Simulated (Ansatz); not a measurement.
# AlFH3N: the cost of one run

All numbers below are computed with Ansatz 0.2.0 (RKS PBE-D4/6-31G*).

**1. The starting structure**

Bond lengths: Al1–H2 1.560 Å, Al1–F3 1.690 Å, Al1–N4 1.920 Å, N4–H5 1.060 Å, N4–H6 1.060 Å. Angles: H2–Al1–F3 120.0°, H2–Al1–N4 120.0°, F3–Al1–N4 120.0°, Al1–N4–H5 120.0°, Al1–N4–H6 120.0°, H5–N4–H6 120.0°.

Structure file:

```xyz
6

Al    0.0000    0.0000    0.0000
H     0.0000    0.0000    1.5600
F     1.4635    0.0000   -0.8450
N    -1.6627    0.0000   -0.9600
H    -2.3316   -0.8164   -0.8614
H    -1.9118    0.8164   -1.5886
```

**2. Preparing the start**

input.yaml reads:

```yaml
crystal:
  periodic: [false, false, false]
  atoms:
    - { symbol: Al, position_ang: [0.0, 0.0, 0.0] }
    - { symbol: H, position_ang: [0.0, 0.0, 1.56] }
    - { symbol: F, position_ang: [1.4635, 0.0, -0.845] }
    - { symbol: "N", position_ang: [-1.6627, 0.0, -0.96] }
    - { symbol: H, position_ang: [-2.3316, -0.8164, -0.8614] }
    - { symbol: H, position_ang: [-1.9118, 0.8164, -1.5886] }
basis:
  gaussian: { orbitals: "6-31G*" }
hamiltonian:
  xc: pbe
  dispersion: d4
relax:
  f_tol: 0.02
  max_steps: 40
```

On the command line:

```
$ ansatz run input.yaml --threads 1 --pin off --max-ram 2048MiB --backend cpu --events-out ev --progress --plain --runs-dir out
```

Q: Estimate wall time and peak memory on 1 thread of Intel Xeon Platinum 8488C (Sapphire Rapids), shared host.

About 7.6 s, with a peak of 0.14 GiB.
